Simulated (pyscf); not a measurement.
**Four-centre exchange: F–Bi(F)–F + ammonia (NH₃) → H₂N–Bi(F)–F + hydrogen fluoride (HF)**

Gas phase, singlet surface, charge 0. Bonds broken: Bi1–F2, N5–H6. Bonds formed: Bi1–N5, F2–H6. PySCF, gas phase, ωB97X-D3(BJ)/def2-SVP geometries.

Transition state (Å):

```xyz
8

Bi    -1.6027    -0.5625     0.4410
F      0.0709     1.0242     1.3035
F     -0.1972    -1.9905     0.1762
F     -2.7919    -1.2181    -1.0909
N     -0.4269     0.7115    -0.9574
H      0.0725     1.1278     0.1881
H      0.1783     0.1061    -1.5166
H     -0.9513     1.3182    -1.5883
```

One imaginary mode, 460i cm⁻¹; descent along it reached the two sides named, in the forms told below.

```json
[
 {"bond": "Bi1–F2", "change": "breaks", "reactant side (Å)": "2.081", "saddle": "2.462", "product side": "2.6"},
 {"bond": "N5–H6", "change": "breaks", "reactant side (Å)": "1.021", "saddle": "1.317", "product side": "1.551"},
 {"bond": "Bi1–N5", "change": "forms", "reactant side (Å)": "2.386", "saddle": "2.227", "product side": "2.188"},
 {"bond": "F2–H6", "change": "forms", "reactant side (Å)": "2.301", "saddle": "1.120", "product side": "0.998"}
]
```

Electronic energies relative to the separated reactants (kcal/mol):

```tsv
level	barrier	reaction energy	reverse barrier
ωB97X-D3(BJ)/def2-TZVP	1.4	+15.0	-13.6
PBE/def2-TZVP	1.3	+17.5	-16.1
r²SCAN/def2-TZVP	1.5	+17.5	-16.0
B3LYP-D3(BJ)/def2-TZVP	2.2	+16.4	-14.2
PBE0-D3(BJ)/def2-TZVP	0.6	+14.9	-14.4
M06-2X/def2-TZVP	0.6	+14.4	-13.7
ωB97M-D3(BJ)/def2-TZVP	3.7	+16.0	-12.3
HF/def2-TZVP	15.6	+15.9	-0.3
```

With ωB97M-D3(BJ)/def2-TZVP energies and thermal terms (ideal gas, 1 atm, RRHO with modes under 100 cm⁻¹ raised to 100, one conformer, R ln 2 for chiral ones without a mode under 150 cm⁻¹), in kcal/mol:

```
T (K)  ΔH‡   ΔG‡     ΔH     ΔG
-----  ---  ----  -----  -----
298    2.2  12.7  +15.2  +14.6
600    2.5  23.2  +15.9  +13.8
900    3.2  33.5  +16.6  +12.6
1200   4.0  43.5  +17.1  +11.2
```

On the reactant side the descent ends in an adduct with a Bi–N contact, 16.2 kcal/mol under the separated species and 17.6 kcal/mol under the saddle at ωB97X-D3(BJ)/def2-TZVP. On the product side the descent ends in a bound adduct, 14.6 kcal/mol under the separated species and 0.9 kcal/mol under the saddle at ωB97X-D3(BJ)/def2-TZVP. At ωB97X-D3(BJ), B3LYP-D3(BJ), PBE0-D3(BJ), M06-2X, ωB97M-D3(BJ), HF the saddle lies under the separated products, which points to a path from their complex (located at ωB97X-D3(BJ) alone), and parting the products costs more than the saddle. At PBE, r²SCAN this geometry lies under the product side: in single points on another level's saddle the reverse barrier vanishes, and the forward threshold there is about the reaction energy. What is counted as formed (Bi–N) is already present as a longer contact in the reactant adduct; forming that adduct is a step of its own. This is the saddle that the search found; another between the same sides may lie lower. Elements past Kr carry the def2 core potentials, without spin-orbit coupling.
